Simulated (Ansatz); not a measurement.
A made-up structure of CH4AlSi, doublet:

```xyz
7
angstrom
C -0.5945 -0.1070 -0.5522
Al 0.2691 0.7999 0.9965
Si 1.2754 -0.4029 -0.7351
H -1.3354 -0.9036 -0.5025
H -0.9692 0.7229 -1.1655
H -1.3773 0.5967 -0.4279
H 1.4791 -1.8222 -0.2666
```

It is relaxed with PBE-D4/def2-SVP and then PBE0-D4/def2-TZVP (Ansatz 0.2.0). Atoms count as bonded within 1.22 times the sum of their covalent radii (H–H: 0.88 Å). The end point is not checked to be a true minimum.

**Question.** Does its bonding change? (A judgement: the text doesn't fix the answer.)

**Answer.** Computed: Yes. Formed: none; broken: C1–Al2, H5–H6.

Where it ends: The first stage lowers the energy by 3.75 eV in 16 steps. It ends as CH₄AlSi ([CH3][SiH][Al]):
C1  (-0.981, -0.111, -0.874)
Al2  (1.622, 0.972, 1.977)
Si3  (0.658, -0.298, 0.048)
H4  (-1.564, -1.034, -0.808)
H5  (-0.801, 0.092, -1.934)
H6  (-1.580, 0.704, -0.465)
H7  (1.392, -1.440, -0.597)
(Å)

Labels in which every atom is bracketed show which atoms are joined, not bond orders.

For scale, one of the runs: PBE0-D4/def2-TZVP relaxation, 129 basis functions, launched by `ansatz run in.yaml --threads 2 --pin off --events-out ev --progress --plain --max-ram 4352MiB`. The run took about 48 s on 2 CPU threads of an Arm Neoverse V1 (shared host).
